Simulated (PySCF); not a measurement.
We consider rock-salt MgS, described by G0W0@PBE (PySCF, GTH pseudopotentials, Gaussian basis).

The cell has the measured lattice: a = 5.203 Å, b = 5.203 Å, c = 5.203 Å, α = 90.00°, β = 90.00°, γ = 90.00°.

**Question.** What does this level give for the band gap and smallest direct gap on the k points sampled?

**Answer.** 
band gap: 4.47 eV ± 0.08
smallest direct gap on the k points sampled: 5.25 eV ± 0.05

Note: cell and atoms aren't relaxed at this level.

A ± is a rough bar: the spread of an extrapolation, a floor set from checks against published values, or a statistical error.
